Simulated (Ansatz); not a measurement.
**H$_{3}$Si–SiH, singlet: reading a ladder of total energies**

Geometry: displaced at random from a stationary point.

```xyz
6

Si    0.0027    0.0399    1.1379
Si    0.0019   -0.0899   -1.2612
H     0.0499    1.4172    1.7454
H     1.1448   -0.7331    1.5935
H    -1.2930   -0.7170    1.5420
H    -0.0316    1.4261   -1.4470
```

Basis cc-pVDZ; Ansatz 0.2.0. Only valence electrons are correlated (noble-gas cores frozen), which leaves 12 electrons in 46 orbitals. Prefix R: restricted or restricted open-shell reference.

Full CI isn't at hand for all of this; RCCSDT(Q) serves as the reference, and is uncertain by about the last step of the cluster series.

Runs differ by some tens of microhartree through their thresholds, so steps under 0.03 kcal/mol mean nothing.

```
    level  total energy (hartree)
      RHF             -580.112207
     RMP2             -580.299139
    RCCSD             -580.348045
 RCCSD(T)             -580.354163
   RCCSDT             -580.355430
RCCSDT(Q)             -580.355749
```

Question: What is the correlation energy at RCCSDT(Q), and what share of it do RMP2 and RCCSDT recover?

Answer: E(corr) = -580.355749 − (-580.112207) = -0.243542 hartree = -6.627 eV. RMP2: -0.186932 / -0.243542 = 76.76 %. RCCSDT: -0.243223 / -0.243542 = 99.87 %.

Question: By how many kcal/mol does RCCSD(T) miss RCCSDT(Q) (1 hartree = 627.509 kcal/mol), and which steps make up the rest?

Answer: -580.354163 − (-580.355749) = 0.001586 hartree = 1.00 kcal/mol. Steps: RCCSDT − RCCSD(T) = -0.80, RCCSDT(Q) − RCCSDT = -0.20 kcal/mol. Differences between like states or geometries often cancel part of this.
